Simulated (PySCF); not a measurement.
Cartesian coordinates (Å):
SMILES: [NH2]
```xyz
3

N     -0.0021     0.4345     0.0000
H      0.8095    -0.2132     0.0000
H     -0.8073    -0.2212     0.0000
```
Charge 0, spin multiplicity 2.

Task: What is the computed total energy, dipole moment and highest occupied spin orbital (PBE-D3(BJ)/def2-TZVP in PySCF)?

Result: 
| Property | Result |
|---|---|
| total energy | -55.8294 Ha |
| dipole moment | 1.90 D |
| highest occupied spin orbital | -7.10 eV |
